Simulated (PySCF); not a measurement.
## Multinuclear NMR of C3H3FO

Numbering as in the mapped SMILES `[CH2:1]=[CH:2][C:3](=[O:4])[F:5]`; H(Xn) means a hydrogen on atom n. Ha(C1) is cis to C3; Hb(C1) is trans to C3.

Method: structure optimised with PBE0-D3(BJ)/def2-TZVP, J: B3LYP/pcJ-2, shielding tensors at B97-2/pcSseg-2 (GIAO), in PySCF 2.14.0 with density-fitted response routines (no solvent, one computed conformer, relativity neglected).

Task: Predict the ¹⁹F NMR data.

Result: 
| atoms | environment | σ (ppm) | δ (ppm) |
| --- | --- | --- | --- |
| F5 | fluorine bonded to C | 138.6 | 31.7 |

Shieldings were converted by a linear fit to measured shifts: ¹⁹F: δ = 163.32 − 0.949σ +9.6 on sp3 carbon (rms 4.2 ppm, 161 shifts, 5.7 ppm with the 8 outliers that the fit left out vs CFCl3, solution or neat liquid). A few per cent of atoms miss by over 2 rms, more outside the fitted compound classes. Couplings are scaled by factors fitted to measured values: ³J(H,H) × 0.89 (rms 0.5 Hz), ²J(H,H) × 0.91 (rms 0.8 Hz), ¹J(C,F) × 0.78 (rms 5.7 Hz), ²J(C,F) × 1.03 (rms 1.6 Hz, 5.1 with 1 outliers), ³J(C,F) × 1.21 (rms 1.2 Hz); all others are unscaled and can be 10–30 % off.

Couplings (the largest are listed; each averaged over equivalent pairs): ¹J(C3,F5) = -316.6 Hz, ²J(C2,F5) = 89.6 Hz, ²J(O4,F5) = 62.3 Hz, ³J(C1,F5) = 22.4 Hz, ³J(F5,H(C2)) = -7.9 Hz.

On a 500 MHz spectrometer ¹⁹F resonates near 470.5 MHz, so 1 ppm is 470.5 Hz.

Task: Where does ¹⁷O resonate?

Result: 
```tsv
atoms	environment	σ (ppm)	δ (ppm)
O4	carbonyl oxygen	-73.7	343.8
```

Shieldings were converted by a linear fit to measured shifts: ¹⁷O: δ = 274.03 − 0.947σ (rms 12.2 ppm, 99 shifts vs liquid water, solution or neat liquid). Occasional misses reach two or three times the rms, and more in compound classes unlike the fitted ones. Couplings are scaled by factors fitted to measured values: ³J(H,H) × 0.89 (rms 0.5 Hz), ²J(H,H) × 0.91 (rms 0.8 Hz), ¹J(C,F) × 0.78 (rms 5.7 Hz), ²J(C,F) × 1.03 (rms 1.6 Hz, 5.1 with 1 outliers), ³J(C,F) × 1.21 (rms 1.2 Hz); all others are unscaled and can be 10–30 % off.

Couplings (the largest are listed; each averaged over equivalent pairs; quadrupolar broadening usually hides them): ¹J(C3,O4) = 21.1 Hz, ²J(O4,F5) = 62.3 Hz, ²J(C2,O4) = -1.2 Hz, ³J(C1,O4) = -3.2 Hz, ³J(O4,H(C2)) = -1.7 Hz.

On a 300 MHz spectrometer ¹⁷O resonates near 40.7 MHz, so 1 ppm is 40.7 Hz.
